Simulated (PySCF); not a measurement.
A GIAO shielding run with PySCF (density fitting, non-relativistic, gas phase) on SMILES ClC(Cl)(Cl)Cl, CCl$_{4}$:

```
$ OMP_NUM_THREADS=1 python probes_run.py task.json out

{"job": {"kind": "nmr", "xc": "PBE0", "basis": "pcSseg-2", "pop": false}, "charge": 0, "multiplicity": 1}
Cl     0.133302    -1.733473     0.331579
C     -0.000103    -0.000103     0.000184
Cl    -1.246242     0.705408     1.040079
Cl     1.552948     0.784317     0.324993
Cl    -0.439907     0.243852    -1.696809
```

Hardware: 1 thread of an Arm Neoverse V1, shared host.

Question: How large is the calculation?

Answer: 74 electrons, 208 basis functions and 728 auxiliary functions.

Question: How long does it take, and how much memory does it need?

Answer: 15 s of wall time, with 12 SCF cycles and 5 response iterations; peak memory 0.84 GiB. Times on a shared host scatter by some tens of per cent.

Question: And these other runs on the same molecule and hardware: GIAO shielding at B3LYP/pcSseg-2; GIAO shielding at B97-D/pcSseg-2; GIAO shielding at BLYP/pcSseg-2; GIAO shielding at BP86/pcSseg-2; GIAO shielding at HF/pcSseg-2; GIAO shielding at KT2/pcSseg-2?

Answer: B3LYP/pcSseg-2: 208 functions, 15 s; B97-D/pcSseg-2: 208 functions, 19 s; BLYP/pcSseg-2: 208 functions, 18 s; BP86/pcSseg-2: 208 functions, 18 s; HF/pcSseg-2: 208 functions, 9.8 s; KT2/pcSseg-2: 208 functions, 19 s.
